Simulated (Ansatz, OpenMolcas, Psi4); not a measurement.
## How methods differ on C4H11P (tert-butylphosphine)

The runs start from one conformer, not always the lowest.

C4H11P, singlet, SMILES `CC(C)(C)P`. Each level relaxes the structure for itself.

Quantity: the highest harmonic wavenumber at each level's own minimum, in cm⁻¹. The values are calculated.

```json
{"level": "HF/STO-3G", "kind": "Hartree–Fock", "program": "Ansatz", "value (cm⁻¹)": "3747"}
{"level": "HF/3-21G", "kind": "Hartree–Fock", "program": "Ansatz", "value (cm⁻¹)": "3260"}
{"level": "HF/6-31G* (Cartesian functions)", "kind": "Hartree–Fock", "program": "OpenMolcas", "value (cm⁻¹)": "3272"}
{"level": "BP86/def2-SVP (density fitting)", "kind": "GGA", "program": "Psi4", "value (cm⁻¹)": "3046"}
{"level": "B3LYP/6-31G* (Cartesian functions)", "kind": "global hybrid", "program": "Ansatz", "value (cm⁻¹)": "3117"}
{"level": "MP2/6-31G* (Cartesian functions)", "kind": "perturbation theory", "program": "Ansatz", "value (cm⁻¹)": "3188"}
```

Harmonic and unscaled. The values span 3046 to 3747 cm⁻¹. Without the sets that lack polarisation functions the rows with a basis span only 3046 to 3272 cm⁻¹.
